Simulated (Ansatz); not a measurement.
## Ansatz (development build ahead of 0.2.0) run

```yaml
crystal:
  periodic: [false, false, false]
  atoms:
    - { symbol: Al, position_ang: [0.0, 0.0, 0.0] }
    - { symbol: Mg, position_ang: [0.0, 6.3273, 0.0] }
    - { symbol: P, position_ang: [0.0, -5.5062, 0.0] }
basis:
  gaussian: { orbitals: pcseg-2 }
magnetization:
  spin_polarized: true
  initial_magnetization: 2
hamiltonian:
  xc: hf
```

The input is written out in the form of the current development build from the run's settings.

Output:

```yaml
Converged: yes
Total_energy: -782.18250 hartree
Spin_squared_of_the_determinant: 3.001
Stability_test: minimum
```

Caution: the unrestricted determinant is a mixture of spin states; other spin multiplicities may lie lower.
